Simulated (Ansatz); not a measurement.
**NH3 (triplet): from a generated start to a stationary point**

Aim: relax a generated start of NH3 (triplet) and see which bonds hold.

Method: UKS PBE0/def2-TZVP; program: Ansatz 0.2.0, Gaussian basis.

## 1. Starting geometry

4 atoms, charge 0, spin multiplicity 3.

Atoms are counted from 1 here; the program's logs count them from 0.

Bond lengths: N1–H2 1.014 Å, N1–H3 1.014 Å. Angles: H2–N1–H3 111.5°.

The start was built by rule and, where that kept it together, relaxed with GFN2-xTB. Sticks and bond lists go by distance. 

## 2. Relaxation

Input file in.yaml:

```yaml
crystal:
  periodic: [false, false, false]
  atoms:
    - {symbol: N, position_ang: [0.024812, 0.058499, -0.002179]}
    - {symbol: H, position_ang: [1.029675, 0.193210, 0.004219]}
    - {symbol: H, position_ang: [-0.467773, 0.943427, -0.045592]}
    - {symbol: H, position_ang: [-0.906693, -1.949561, 0.071652]}
basis:
  gaussian: {orbitals: def2-TZVP}
magnetization: {spin_polarized: true, initial_magnetization: 2}
hamiltonian: {xc: pbe0}
relax: {f_tol: 0.004, max_steps: 80}
```

Started as:

```console
ansatz run in.yaml --threads 1 --pin off --events-out ev --progress --plain --max-ram 1740MiB
```

**Question.** What will these runs give? Wanted: energy gained; shift from the start; total energy; dipole moment; ⟨S²⟩.

The runs gave:

```
                  quantity          value
                     steps             12
             energy gained       0.074 eV
shift from the start (rms)        0.490 Å
              total energy  -1532.9752 eV
             dipole moment         1.99 D
                      ⟨S²⟩          2.004
```

In words: The bonds of the start are those of the end. N1–H3 went from 1.014 to 1.027 Å. No vibrations were run, so this is a stationary point, not a proven minimum, and this spin need not be the ground state's.
